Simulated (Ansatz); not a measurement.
# PH3 (SMILES P): single points off equilibrium

An exercise on one series of results from a longer session: the logs are not shown, and one member is left open.

The runs use Ansatz 0.2.0, Gaussian basis; single points in def2-TZVPP.

Cores are frozen in the correlated methods.

## Starting geometry

4 atoms, charge 0, spin multiplicity 1.

Atoms are counted from 1 here; the program's logs count them from 0.

Bond lengths: P1–H2 1.379 Å, P1–H3 1.330 Å, P1–H4 1.477 Å. Angles: H2–P1–H3 92.0°, H2–P1–H4 104.2°, H3–P1–H4 91.8°.

As a file:

```xyz
4
charge 0, multiplicity 1
P     0.3356   -0.2033   -0.2454
H     0.6413   -0.1235    1.0970
H    -0.9142   -0.5772    0.0130
H    -0.0964    1.1640   -0.5995
```

Set-up of the first run:

Input file run/in.yaml:

```yaml
crystal:
  periodic: [false, false, false]
  atoms:
    - {symbol: P, position_ang: [0.335600, -0.203300, -0.245400]}
    - {symbol: H, position_ang: [0.641300, -0.123500, 1.097000]}
    - {symbol: H, position_ang: [-0.914200, -0.577200, 0.013000]}
    - {symbol: H, position_ang: [-0.096400, 1.164000, -0.599500]}
basis:
  gaussian: {orbitals: def2-TZVPP}
correlation: {method: ccsd_t}
output: {forces: true}
```

The command line of these runs was not kept.

Steps of the session up to this table: CCSD(T)/def2-TZVPP; PBE0-D4/def2-TZVPP; wB97M-V/def2-TZVPP; r2SCAN-D4/def2-TZVPP; PBE-D4/def2-TZVPP; revPBE-D4/def2-TZVPP; r2SCANh-D4/def2-TZVPP.

One of the session's tables, all rows but one given; the rest of the session is left out.

| method | RMS force component (eV/Å) | angle to CCSD(T) forces (°) | dipole (D) |
| --- | --- | --- | --- |
| CCSD(T) | 1.068 | reference | 0.71 |
| PBE0-D4 | 1.116 | 2.9 | 0.77 |
| wB97M-V | ? | ? | ? |
| r2SCAN-D4 | 1.110 | 3.5 | 0.79 |
| PBE-D4 | 1.196 | 9.4 | 0.75 |
| revPBE-D4 | 1.209 | 10.0 | 0.74 |
| r2SCANh-D4 | 1.091 | 1.7 | 0.79 |

**Question.** Estimate the row for wB97M-V.

As computed: RMS force component (eV/Å): 1.059; angle to CCSD(T) forces (°): 1.5; dipole (D): 0.66. In the column «RMS force component (eV/Å)» it is the lowest.
